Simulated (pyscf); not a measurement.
Single points on ωB97X-D3(BJ)/def2-SVP structures (PySCF, gas phase).

**Question.** For the elementary gas-phase step PH₃ + •H₂Si–SiH₃ → PH₂• + H₃Si–SiH₃ (doublet surface; H–P broken, H–Si formed), what barrier and reaction energy does ωB97M-D3(BJ)/def2-TZVP give, measured from the separated reactants?

**Answer.** ΔE‡ = 0.20 eV, ΔE = -0.24 eV. Zero-point energy shifts the barrier by -0.08 eV. It is a hydrogen abstraction, with an imaginary mode of 1345i cm⁻¹. One saddle was located; it need not be the lowest between these sides. The angle at the transferred H is 164°.
